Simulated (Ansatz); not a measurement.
# CF2 (SMILES F[C]F): r2SCAN/def2-TZVPP

Aim: the energy change on altering one bond length of CF2 at r2SCAN/def2-TZVPP, from 2 runs. 

Program for the calculation: Ansatz 0.2.0.

31 further runs of the same task are left out: 31 set aside as unsound or not needed.

## (1) The system as given

CF2 has 3 atoms, charge 0, and is taken as a singlet. SMILES: `F[C]F`. The coordinates come from a PBE0-D4/def2-TZVP relaxation.

Bond lengths: F1–C2 1.296 Å, C2–F3 1.296 Å. Angles: F1–C2–F3 104.7°.

## (2) A single-point energy at r2SCAN/def2-TZVPP

Contents of run.yaml:

```yaml
crystal:
  periodic: [false, false, false]
  atoms:
    - {symbol: F, position_ang: [0.316310, 0.971410, 0.281600]}
    - {symbol: C, position_ang: [0.382340, -0.318520, 0.175150]}
    - {symbol: F, position_ang: [-0.698640, -0.652890, -0.456750]}
basis:
  gaussian: {orbitals: def2-TZVPP}
hamiltonian: {xc: r2scan}
output: {orbitals: {seedname: orbitals}}
accuracy: high
```

On the command line:

```bash
$ ansatz run run.yaml --threads 1 --pin off --max-ram 3480MiB --events-out events.jsonl --progress --plain --runs-dir runs
```

The program printed:

```text
Warning: RAYON_NUM_THREADS=1 ignored (pool sized by the plan → 1); use --threads N
Functional definition: r2SCAN
  name "r2SCAN"
  parameter k0 = 0.174
  parameter k1 = 0.065
  parameter a1 = 4.9479
  exchange = r2scan_x(k0 = k0, k1 = k1, a1 = a1)
  correlation = r2scan_c
1489 factors; integrals over basis functions are off by at most 3.6e-9 eV
mean field evaluation 1: about -6467.3614 eV, gradient 2.6e1 eV
mean field evaluation 2: about -6466.6368 eV, gradient 3.5e1 eV
mean field evaluation 4: about -6468.1761 eV, gradient 5.9e-1 eV
mean field evaluation 8: about -6468.1772 eV, gradient 1.2e-2 eV
mean field evaluation 16: about -6468.1772 eV, gradient 6.4e-7 eV
mean field -6468.17720539 eV, -237.7011280100 hartree, gradient 7.8e-8 eV, S^2 0.000000; 0 other end points of the search recorded, 0 dependent functions left out
reference -6468.17720583 eV, -237.7011280261 hartree; 12, 12 occupied and 81, 81 virtual orbitals, 1489 factors
Total energy: -6468.17720583 eV, -237.7011280261 hartree
```

Run time: 1.6 s. Hardware: 1 thread of AMD EPYC 9R45 (Zen 5), shared host; peak memory 0.21 GiB.

## (3) The distorted shape

Contents of in.yaml:

```yaml
basis:
  gaussian:
    orbitals: def2-TZVPP
crystal:
  periodic: [false, false, false]
  atoms:
    - {symbol: F, position_ang: [0.856799, 1.138595, 0.597549]}
    - {symbol: C, position_ang: [0.922829, -0.151335, 0.491099]}
    - {symbol: F, position_ang: [-0.698640, -0.652890, -0.456750]}
hamiltonian:
  xc: {name: r2SCAN}
accuracy: high
output: {orbitals: {seedname: orbitals}}
```

On the command line:

```bash
$ ansatz run in.yaml --threads 1 --pin off --max-ram 3480MiB --events-out events.jsonl --progress --plain --runs-dir runs
```

The program printed, cut to the lines that bear on the results:

```text
Warning: RAYON_NUM_THREADS=1 ignored (pool sized by the plan → 1); use --threads N
[... 7 set-up lines as earlier in the session ...]
1440 factors; integrals over basis functions are off by at most 6.9e-9 eV
mean field evaluation 1: about -6461.5536 eV, gradient 4.7e1 eV
mean field evaluation 2: about -6253.0240 eV, gradient 2.7e2 eV
mean field evaluation 4: about -6465.1279 eV, gradient 1.9e1 eV
mean field evaluation 8: about -6465.8446 eV, gradient 2.5e-1 eV
mean field evaluation 16: about -6465.8441 eV, gradient 8.5e-6 eV
mean field -6465.84408703 eV, -237.6153874918 hartree, gradient 5.6e-8 eV, S^2 0.000000; 0 other end points of the search recorded, 0 dependent functions left out
reference -6465.84408746 eV, -237.6153875078 hartree; 12, 12 occupied and 81, 81 virtual orbitals, 1440 factors
Total energy: -6465.84408746 eV, -237.6153875078 hartree
```

Run time: 1.6 s. Hardware: 1 thread of AMD EPYC 9R45 (Zen 5), shared host; peak memory 0.21 GiB.

## (4) What came out

At r2SCAN/def2-TZVPP:

| quantity | value |
| --- | --- |
| first shape: total energy | -237.70113 Eh |
| first shape: HOMO energy | -7.49 eV |
| first shape: LUMO energy | -3.22 eV |
| first shape: HOMO–LUMO gap | 4.27 eV |
| distorted shape: total energy | -237.61539 Eh |
| distorted shape: HOMO energy | -8.32 eV |
| distorted shape: LUMO energy | -5.40 eV |
| distorted shape: HOMO–LUMO gap | 2.92 eV |
| energy change with the C2–F3 bond stretched from 1.296 to 1.944 Å | 2.333 eV |

In words: One bond (distorted shape) is far stretched, which a spin-restricted single reference describes badly; a broken-symmetry solution may lie lower. With the C2–F3 bond stretched from 1.296 to 1.944 Å the energy rises by 2.33 eV (225 kJ/mol). The first shape isn't relaxed at this level, so the change isn't measured from a minimum. A restricted reference can't describe the breaking bond well at this length.
